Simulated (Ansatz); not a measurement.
The input, for Ansatz 0.2.0:

```yaml
crystal:
  periodic: [false, false, false]
  atoms:
    - {symbol: Zr, position_ang: [-0.008859, 0.000000, 0.583581]}
    - {symbol: Si, position_ang: [0.095132, 0.000000, -1.723166]}
    - {symbol: H, position_ang: [-0.699272, -1.153566, -0.851546]}
    - {symbol: H, position_ang: [-0.699271, 1.153566, -0.851546]}
    - {symbol: H, position_ang: [-0.450481, 0.000000, -3.099406]}
basis:
  gaussian: {orbitals: def2-SVP}
total_charge: 1
magnetization: {spin_polarized: false}
correlation: {method: mp2, electrons: valence}
output: {forces: true}
```

```sh
$ ansatz run in.yaml --threads 1 --pin off --events-out ev --progress --plain --max-ram 2393MiB
```

The program prints:

```
653 factors; integrals over basis functions are off by at most 1.1e-3 eV
mean field evaluation 1: about -9160.0425 eV, gradient 2.8e1 eV
mean field evaluation 2: about -9160.0472 eV, gradient 2.8e1 eV
mean field evaluation 4: about -9163.2002 eV, gradient 3.2e0 eV
mean field evaluation 8: about -9163.5163 eV, gradient 2.3e-1 eV
mean field evaluation 16: about -9136.4851 eV, gradient 4.4e1 eV
mean field evaluation 32: about -9163.4914 eV, gradient 2.0e0 eV
mean field evaluation 64: about -9163.5252 eV, gradient 1.1e-1 eV
mean field -9163.51754512 eV, -336.7530585279 hartree, gradient 2.7e-6 eV, S^2 0.000000; 4 other end points of the search recorded, 0 dependent functions left out; unrestricted orbitals would lower it
mean field evaluation 96: about -9164.1691 eV, gradient 5.8e-1 eV
5 core orbitals not correlated: weight in the atoms' cores, before any rotation towards them, 1.000 or more for the frozen orbitals, at most 0.000 for the correlated occupied ones
reference -9163.51754512 eV, -336.7530585279 hartree; 9, 9 occupied and 50, 50 virtual orbitals, 653 factors
second order -8.43740437 eV of doubles, -0.00000000 eV of singles
the calculation of the forces begins
Total energy: -9171.95494949 eV, -337.0631274195 hartree
Atom 0 at    -0.008859     0.000000     0.583581 Å, force    -0.056621     0.000000    -0.271015 eV/Å
Atom 1 at     0.095132     0.000000    -1.723166 Å, force    -0.286068     0.000000    -0.053502 eV/Å
Atom 2 at    -0.699272    -1.153566    -0.851546 Å, force     0.089555     0.250985     0.101975 eV/Å
Atom 3 at    -0.699271     1.153566    -0.851546 Å, force     0.089555    -0.250985     0.101975 eV/Å
Atom 4 at    -0.450481     0.000000    -3.099406 Å, force     0.163579    -0.000000     0.120566 eV/Å
Dipole moment:     0.056909    -0.000000     0.505447 e Å
```

Forces (eV/Å):
```
Zr  -0.057  0.000 -0.271
Si  -0.286  0.000 -0.054
H    0.090  0.251  0.102
H    0.090 -0.251  0.102
H    0.164  0.000  0.121
```

Ran on 1 thread of AMD EPYC 7B13, shared host: 2.1 s wall, 0.13 GiB peak host memory.
